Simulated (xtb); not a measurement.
hydrogen sulfide (H₂S), SMILES S. All values are semi-empirical tight-binding results from xtb (GFN2-xTB unless named), good for trends rather than for accurate numbers. Geometry optimised at GFN2-xTB.

Computed properties:
* **point group as xtb finds it**: C2v
* **orbital gap**: 5.21 eV
* **zero-point energy**: 8.7 kcal/mol
* **G − E(el) at 298.15 K (modified RRHO)**: -3.5 kcal/mol
* **static polarisability (D4 model)**: 24.5 bohr³
* **solvation energy, GFN2-xTB/ALPB(water)**: -1.9 kcal/mol
* **solvation energy, GFN2-xTB/ALPB(acetone)**: -3.3 kcal/mol
